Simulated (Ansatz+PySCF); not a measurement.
## singlet NaH: levels of theory in one basis

| atom | x (Å) | y (Å) | z (Å) |
| --- | --- | --- | --- |
| Na | 0.0000 | 0.0000 | -0.1704 |
| H | 0.0000 | 0.0000 | 1.8745 |

Basis set: def2-SVP (spherical functions). Left uncorrelated: 1 orbital. Charge 0, multiplicity 1.

Computed with Ansatz (development build ahead of 0.2.0); each method stands on the lowest determinant of its kind that the runs found. NEVPT2 correlates all electrons. Active spaces start from the frontier orbitals, and the lowest solution found is given.

```json
{"method": "RHF", "E − E(RHF) (eV)": "0.00", "<S²> of the determinant": "0.00"}
{"method": "RHF-MP2", "E − E(RHF) (eV)": "-0.59", "<S²> of the determinant": "–"}
{"method": "RHF-CCSD", "E − E(RHF) (eV)": "-0.82", "<S²> of the determinant": "–"}
{"method": "RHF-CCSD(T)", "E − E(RHF) (eV)": "-0.83", "<S²> of the determinant": "–"}
{"method": "CASSCF(2,2)", "E − E(RHF) (eV)": "-0.56", "<S²> of the determinant": "–"}
```

Q: What does SC-NEVPT2(2,2) give on the same scale?

A: -0.74 eV. NEVPT2 here correlates all electrons, so it doesn't share the others' frozen core.

Q: Is a single determinant a sound starting point here?

A: By this sign, yes. Unrestricted orbitals gain 0.00 eV and <S²> is 0.00 against 0.00 for a pure state. The CASSCF(2,2) natural occupations are 1.93, 0.07.
